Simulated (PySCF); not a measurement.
Calculation: PySCF with B3LYP-D3(BJ)/def2-TZVP. All species are isolated molecules in the gas phase. One relaxed conformer stands for a flexible species; it need not be the lowest. B3LYP has the VWN-RPA correlation part, as in Gaussian. 

Reference species (SMILES): `S` (neutral, multiplicity 1).

- HOMO = -7.23 eV

Changed species: `CC(=O)OS` (O–C–O–S torsion -1°, C–O–S–H torsion 1°) (X = acetoxy; the reference has X = H).

Q: Predict the effect on the HOMO.

A: the HOMO rises by 0.36 eV, to -6.87 eV.
